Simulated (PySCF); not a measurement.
# MgCl at other levels of theory

What do other methods print for MgCl?

Program: PySCF 2.14.0. Level of theory: method and basis as typed in the scripts. These are calculated values, not measurements.

4 further runs of the same task are left out: 4 set aside as unsound or not needed.

### 1 Where the work starts

MgCl: 2 atoms, charge 0, spin multiplicity 2.

Bond lengths: Mg1–Cl2 2.325 Å.

### 2 Base script

Input file input.py:

```python
from pyscf import gto, scf, mp

mol = gto.M(
    atom='Mg 0 0 0; Cl 0 0 2.325',
    basis='sbkjc',
    ecp={'Mg': 'sbkjc', 'Cl': 'sbkjc'},
    charge=0,
    spin=1,
    verbose=4,
)
mf = scf.UHF(mol)
mf.kernel()
mp.MP2(mf).kernel()
mf.dip_moment()
print('orbital energies (hartree):', [e[max(0, n-3):n+3].round(4) for e, n in zip(mf.mo_energy, mol.nelec)])
```

Run with:

```sh
> python input.py
```

Its log is not repeated here.

It gives: E(SCF) = -15.519014 Eh, 10 cycles, E(MP2) − E(SCF) = -0.03656 Eh, ⟨S²⟩ = 0.751, μ = 4.92 D (of the SCF density).

The bond length is a typed value, not an optimised one.

### 3 Stability test

Variant 1 changes step after the SCF: mp2 → stability.

Input file input.py:

```python
from pyscf import gto, scf

mol = gto.M(
    atom='Mg 0 0 0; Cl 0 0 2.325',
    basis='sbkjc',
    ecp={'Mg': 'sbkjc', 'Cl': 'sbkjc'},
    charge=0,
    spin=1,
    verbose=4,
)
mf = scf.UHF(mol)
mf.kernel()
mf.stability(internal=True, external=True)
mf.dip_moment()
print('orbital energies (hartree):', [e[max(0, n-3):n+3].round(4) for e, n in zip(mf.mo_energy, mol.nelec)])
```

Run with:

```sh
> python input.py
```

### 4 CASCI (ROHF)

Variant 2 changes step after the SCF: mp2 → casci; SCF type: UHF → ROHF; active space: none → 5 electrons in 6 orbitals.

Input file input.py:

```python
from pyscf import gto, scf, mcscf

mol = gto.M(
    atom='Mg 0 0 0; Cl 0 0 2.325',
    basis='sbkjc',
    ecp={'Mg': 'sbkjc', 'Cl': 'sbkjc'},
    charge=0,
    spin=1,
    verbose=4,
)
mf = scf.ROHF(mol)
mf.kernel()
mc = mcscf.CASCI(mf, 6, 5)
mc.kernel()
mc.analyze()
mf.dip_moment()
print('orbital energies (hartree):', mf.mo_energy[..., max(0, mol.nelec[1]-3):mol.nelec[0]+3].round(4))
```

### 5 Frozen orbitals 1

Variant 3 changes frozen orbitals: none → 1.

Edit input.py of step 2 so:

```diff
@@ -12,3 +12,3 @@
 mf.kernel()
-mp.MP2(mf).kernel()
+mp.MP2(mf, frozen=1).kernel()
 mf.dip_moment()
```

Before running it: what results should come out? Wanted: for each run, E(SCF); from base; gap, α spin; SCF dipole; after the SCF.

The runs gave:

| run | E(SCF) (hartree) | from base (eV) | cycles | gap, α spin (eV) | SCF dipole (D) | after the SCF |
| --- | --- | --- | --- | --- | --- | --- |
| base | -15.519014 | 0 | 10 | 8.62 | 4.92 | MP2 correlation -0.995 eV |
| stability test | -15.519014 | 0.0000 | 10 | 8.62 | 4.92 | stable |
| CASCI (ROHF) | -15.518781 | +0.0063 | 9 | n/a | 4.94 | CASCI correlation -0.017 eV |
| frozen orbitals 1 | -15.519014 | 0.0000 | 10 | 8.62 | 4.92 | MP2 correlation -0.799 eV, core frozen |

In words: Total energies from different bases, Hamiltonians or methods carry different errors, so properties are taken as differences within one set-up.
